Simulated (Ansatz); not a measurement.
Ansatz (a quantum-chemistry and plane-wave program) input (wB97M-V/cc-pV(D+d)Z): A basis named .json is the Basis Set Exchange file of that set (core-valence sets with the plain set on hydrogen).

Ansatz 0.2 input:
```yaml
crystal:
  periodic: [false, false, false]
  atoms:
    - {symbol: S, position_ang: [0.00184013, 0.00030176, 0.10309296]}
    - {symbol: H, position_ang: [-0.00752722, 0.96781232, -0.82771199]}
    - {symbol: H, position_ang: [-0.02191490, -0.97264043, -0.82177540]}
basis:
  gaussian:
    orbitals: cc-pV_D+d_Z.json
hamiltonian:
  xc: {name: wB97M-V}
magnetization: {spin_polarized: false}
```

Output:

```
Functional definition: wB97M-V
integrals: 0.01 GiB planned
318 factors; integrals over basis functions are off by at most 9.4e-4 eV
integrals: 0.05 GiB planned
91 factors; integrals over basis functions are off by at most 6.2e-6 eV
mean field: 0.12 GiB planned
mean field evaluation 1: about -10866.8126 eV, gradient 9.8e0 eV
mean field evaluation 2: about -10867.1055 eV, gradient 5.3e0 eV
mean field evaluation 4: about -10867.1717 eV, gradient 5.0e-1 eV
mean field evaluation 8: about -10867.1717 eV, gradient 1.8e-2 eV
mean field -10867.17168538 eV, -399.3611934042 hartree, gradient 1.2e-5 eV, S^2 0.000000; 0 other end points of the search recorded, 0 dependent functions left out
reference -10867.17170865 eV, -399.3611942595 hartree; 9, 9 occupied and 24, 24 virtual orbitals, 318 factors
Total energy: -10867.17170865 eV, -399.3611942595 hartree
```
